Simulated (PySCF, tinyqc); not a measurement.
Inside a calculation. Method: CID on RHF in the sto-6g basis, frozen core, for HF, spin multiplicity 1. The lowest restricted solution is unstable here: a spin-polarised one lies 0.0815 hartree lower (PySCF). One step of it, computed by the program tinyqc.

Question. Integrals over molecular orbitals. (pq|rs) = sum C_ip C_jq C_kr C_ls (ij|kl), one index at a time.

coefficients C:
```
              MO1        MO2        MO3       MO4        MO5        MO6
1F 1s    0.997287  -0.248315   0.000000  0.000000   0.026077   0.028456
1F 2s    0.011451   1.018491   0.000000  0.000000  -0.139069  -0.154574
1F 2px   0.000000   0.000000  -0.019011  0.999819   0.000000   0.000000
1F 2py   0.000000   0.000000   0.999819  0.019011   0.000000   0.000000
1F 2pz   0.000453   0.004266   0.000000  0.000000   0.694344  -0.732550
2H 1s   -0.000921   0.053936   0.000000  0.000000   0.637235   0.795104
```

core Hamiltonian H = T + V (hartree):
```
             1F 1s       1F 2s     1F 2px     1F 2py     1F 2pz      2H 1s
1F 1s   -40.760708   -9.087169   0.000000   0.000000  -0.005399  -0.433484
1F 2s    -9.087169  -10.729105   0.000000   0.000000  -0.063864  -1.140877
1F 2px    0.000000    0.000000  -8.550838   0.000000   0.000000   0.000000
1F 2py    0.000000    0.000000   0.000000  -8.550838   0.000000   0.000000
1F 2pz   -0.005399   -0.063864   0.000000   0.000000  -8.577027  -0.870862
2H 1s    -0.433484   -1.140877   0.000000   0.000000  -0.870862  -3.486079
```

Two-electron integrals (ij|kl) in chemists' order, unique and non-zero (hartree):
```
(11|11) 5.406240   (21|11) 0.768129   (21|21) 0.138909   (22|11) 1.266271
(22|21) 0.283987   (22|22) 0.926367   (31|31) 0.029452   (32|31) 0.044681
(32|32) 0.204753   (33|11) 1.266273   (33|21) 0.283987   (33|22) 0.926366
(33|33) 0.998085   (41|41) 0.029452   (42|41) 0.044681   (42|42) 0.204753
(43|43) 0.053789   (44|11) 1.266273   (44|21) 0.283987   (44|22) 0.926366
(44|33) 0.890506   (44|44) 0.998085   (51|51) 0.029452   (52|51) 0.044681
(52|52) 0.204753   (53|53) 0.053789   (54|54) 0.053789   (55|11) 1.266273
(55|21) 0.283987   (55|22) 0.926366   (55|33) 0.890506   (55|44) 0.890506
(55|55) 0.998085   (61|11) 0.038633   (61|21) 0.006707   (61|22) 0.013446
(61|33) 0.013425   (61|44) 0.013425   (61|51) 0.000291   (61|52) 0.000574
(61|55) 0.013488   (61|61) 0.000329   (62|11) 0.115937   (62|21) 0.026479
(62|22) 0.098711   (62|33) 0.097301   (62|44) 0.097301   (62|51) 0.001916
(62|52) 0.015427   (62|55) 0.101532   (62|61) 0.001283   (62|62) 0.014163
(63|31) 0.002689   (63|32) 0.016223   (63|53) 0.003117   (63|63) 0.001896
(64|41) 0.002689   (64|42) 0.016223   (64|54) 0.003117   (64|64) 0.001896
(65|11) 0.087681   (65|21) 0.020276   (65|22) 0.080611   (65|33) 0.077536
(65|44) 0.077536   (65|51) 0.003873   (65|52) 0.027294   (65|55) 0.086762
(65|61) 0.001016   (65|62) 0.014177   (65|65) 0.015872   (66|11) 0.334972
(66|21) 0.077850   (66|22) 0.333499   (66|33) 0.325873   (66|44) 0.325873
(66|51) 0.005264   (66|52) 0.060841   (66|55) 0.348751   (66|61) 0.003772
(66|62) 0.068344   (66|65) 0.078595   (66|66) 0.774999
```

Give: one-electron integrals over orbitals h = C^T H C; Two-electron integrals over orbitals.

Answer.

one-electron integrals over orbitals h = C^T H C (hartree):
```
          1        2        3        4        5        6
1  -40.7480   0.7417   0.0000   0.0000  -0.0739  -0.0852
2    0.7417  -9.1714   0.0000   0.0000   0.3402   0.4910
3    0.0000   0.0000  -8.5508   0.0000   0.0000   0.0000
4    0.0000   0.0000   0.0000  -8.5508   0.0000   0.0000
5   -0.0739   0.3402   0.0000   0.0000  -6.2907   2.5558
6   -0.0852   0.4910   0.0000   0.0000   2.5558  -5.7549
```

Two-electron integrals over orbitals (pq|rs), unique and non-zero (hartree); the lowest 1 orbital is frozen and left out:
```
(22|22) 0.8917    (32|32) 0.1933    (33|22) 0.9067    (33|33) 0.9981
(42|42) 0.1933    (43|43) 0.0538    (44|22) 0.9067    (44|33) 0.8905
(44|44) 0.9981    (52|22) -0.0391   (52|33) -0.0448   (52|44) -0.0448
(52|52) 0.1162    (53|32) -0.0161   (53|53) 0.0303    (54|42) -0.0161
(54|54) 0.0303    (55|22) 0.6447    (55|33) 0.6302    (55|44) 0.6302
(55|52) -0.0029   (55|55) 0.6216    (62|22) -0.0511   (62|33) -0.0519
(62|44) -0.0519   (62|52) -0.0904   (62|55) -0.0179   (62|62) 0.0908
(63|32) -0.0172   (63|53) -0.0254   (63|63) 0.0271    (64|42) -0.0172
(64|54) -0.0254   (64|64) 0.0271    (65|22) -0.2854   (65|33) -0.2825
(65|44) -0.2825   (65|52) 0.0550    (65|55) -0.0819   (65|62) 0.0198
(65|65) 0.2711    (66|22) 0.6037    (66|33) 0.5909    (66|44) 0.5909
(66|52) 0.0291    (66|55) 0.6140    (66|62) -0.0384   (66|65) -0.0304
(66|66) 0.6308
```
